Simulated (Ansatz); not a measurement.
For Cs2SnI6 (Fm-3m, No. 225), PBE (Ansatz, an electronic-structure program, plane waves, PAW) gives:

- lattice constant a = 12.034 Å
- enthalpy of formation = -0.930 eV/atom

Task: What does PBE-D4 (PAW; Ansatz) give for the same quantities?

Result: 
- lattice constant a: 11.648 Å (shrinks by 3.2 %)
- formation enthalpy: -0.912 eV/atom (moves by +0.018 eV/atom)

For comparison: lattice constant a 11.628 Å (measured, 293 K, copied from a table, unchecked, not corrected to a static lattice; as tabulated in Inorganic Chemistry 52, 9019 (2013)).

Changes are worked out from the printed values.

Unless a cell is named, each level is at its own relaxed cell (PBE 48.41, PBE-D4 43.90 Å³/atom).

Levels without +SOC leave out spin–orbit coupling, which shifts energies and cells of such heavy elements.

Ansatz's density-functional and Hartree–Fock values are scalar-relativistic unless marked +SOC, with PAW data made under PBE.
